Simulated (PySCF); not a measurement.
XPS shifts beside NMR shieldings

Compound: C4H7F.
Structure used (PBE0-D3(BJ)/def2-SVP), in Å, numbered top down from 1:
```
atom  x, y, z in Å
C1     0.1194    1.1712   -1.0003
C2     0.0416    0.1518   -0.1419
C3     1.1228   -0.8676    0.0475
C4    -1.1729   -0.0483    0.7140
F5    -2.1445    0.8829    0.4765
H6    -0.7052    1.8796   -1.0991
H7     1.0044    1.3173   -1.6249
H8     1.4480   -0.9182    1.1007
H9     0.7715   -1.8781   -0.2234
H10    2.0017   -0.6350   -0.5686
H11   -1.5949   -1.0563    0.5359
H12   -0.8919    0.0008    1.7834
```

Binding energies: delta-SCF UKS SCAN, pcX-2 on the ionised atom, pcseg-1 elsewhere, spin-free X2C in PySCF. Shieldings: GIAO PBE0/pcSseg-1, non-relativistic, same geometry.

| atom | isotropic shielding (ppm) |
| --- | --- |
| C1 | 68.2 |
| C2 | 36.0 |
| C3 | 164.9 |
| C4 | 98.5 |

What are the C 1s binding energies of these atoms?

```tsv
atom	environment	C 1s (eV)	isotropic shielding (ppm)
C1	terminal =CH2 carbon	289.98	68.2
C2	fully substituted alkene carbon	290.81	36.0
C3	allylic carbon	291.10	164.9
C4	sp3 C–F carbon	293.21	98.5
```

Among the listed atoms, is the one with the highest binding energy also the least shielded?

No. The highest binding energy is at C4 (293.21 eV, shielding 98.5 ppm), the lowest shielding at C2 (36.0 ppm, 290.81 eV).

By binding energy: C1 < C2 < C3 < C4. By shielding: C2 < C1 < C4 < C3.

The structure is a single PBE0-D3(BJ)/def2-SVP conformer in the gas phase; no vibrational or solvent corrections.
